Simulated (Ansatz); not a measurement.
## Two structures, one formula

Two relaxed structures of H$_{2}$S$_{2}$O$_{2}$, singlet (PBE0-D4/def2-TZVP; forces vanish, vibrations not checked).

A:

O1  (-0.288, 0.700, -1.827)
S2  (2.037, -0.259, -0.141)
O3  (0.843, -0.881, 0.709)
S4  (-0.429, -0.107, 1.326)
H5  (-1.207, 0.420, -1.803)
H6  (-0.209, 1.350, -1.122)
(Å)

B:

```xyz
6
angstrom
O -0.0667 0.6778 -1.3573
S 1.2076 -0.0038 -0.6030
O 0.4917 -0.9222 0.5520
S -0.0381 -0.1563 1.9604
H -0.4201 0.0503 -2.0004
H -1.1744 0.3541 1.4482
```

Computed with Ansatz 0.2.0 (basis: def2-TZVPP); correlated methods freeze the cores. B3LYP uses VWN-RPA correlation.

**Question.** Which structure is lower at CCSD(T), and by how much? (An estimate is asked for; the value comes from the calculation.)

**Answer.** Computed: B, by 127.0 kJ/mol (electronic energy, against the other). By their contacts, A is a complex of H₂O + S₂O and B is H₂S₂O₂ ([OH][S][O][SH]).

All methods give the same order:

```json
{"method": "PBE-D4", "E(B) − E(A) (kJ/mol)": "-127.9"}
{"method": "r2SCAN-D4", "E(B) − E(A) (kJ/mol)": "-144.2"}
{"method": "PBE0-D4", "E(B) − E(A) (kJ/mol)": "-169.2"}
{"method": "B3LYP-D4", "E(B) − E(A) (kJ/mol)": "-141.6"}
{"method": "wB97M-V", "E(B) − E(A) (kJ/mol)": "-188.0"}
{"method": "HF", "E(B) − E(A) (kJ/mol)": "-254.1"}
{"method": "MP2", "E(B) − E(A) (kJ/mol)": "-118.5"}
{"method": "CCSD", "E(B) − E(A) (kJ/mol)": "-162.7"}
{"method": "CCSD(T)", "E(B) − E(A) (kJ/mol)": "-127.0"}
```

T1 diagnostic: at most 0.022. The restricted Hartree–Fock reference is unstable towards an unrestricted one at one or more of these structures. The program raised a doubt about the electronic state. A large double-excitation amplitude points to some diradical character; no triplet was computed.

Labels in which every atom is bracketed show which atoms are joined, not bond orders.

For scale, one of the runs: CCSD(T)/def2-TZVPP, 174 basis functions, launched by `ansatz run in.yaml --threads 2 --pin off --events-out ev --progress --plain --max-ram 4352MiB`. Time: 3.6 min of wall clock on 2 CPU threads of an Arm Neoverse N1; the host was shared. Peak host memory: 1.6 GiB.
